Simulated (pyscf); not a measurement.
PySCF, gas phase, ωB97X-D3(BJ)/def2-SVP geometries.

### Question
PBE/def2-TZVP puts the barrier of `[OH][SiH][OH]` [doublet] + `[FH]` → `[OH][SiH][F]` [doublet] + `[OH2]` (four-centre exchange; doublet surface; O–Si, F–H broken, F–Si, H–O formed) at 42.7 kJ/mol and the reaction energy at -42.9 kJ/mol, from the separated reactants. What do r²SCAN/def2-TZVP, PBE0-D3(BJ)/def2-TZVP, ωB97M-D3(BJ)/def2-TZVP give on the same structures?

### Answer
r²SCAN: ΔE‡ = 48.2 kJ/mol, ΔE = -43.2 kJ/mol; PBE0-D3(BJ): ΔE‡ = 53.8 kJ/mol, ΔE = -40.0 kJ/mol; ωB97M-D3(BJ): ΔE‡ = 60.7 kJ/mol, ΔE = -43.0 kJ/mol. PBE's barrier lies under all of them, by 5.5 to 18.0 kJ/mol. Its reaction energy matches one of them and lies within 2.9 kJ/mol of the others. On the reactant side the descent ends in a bound adduct, 43.3 kJ/mol under the separated species and 107.4 kJ/mol under the saddle at ωB97X-D3(BJ)/def2-TZVP. On the product side the descent ends in a bound adduct, 34.5 kJ/mol under the separated species and 139.6 kJ/mol under the saddle at ωB97X-D3(BJ)/def2-TZVP. One saddle was located; it need not be the lowest between these sides.
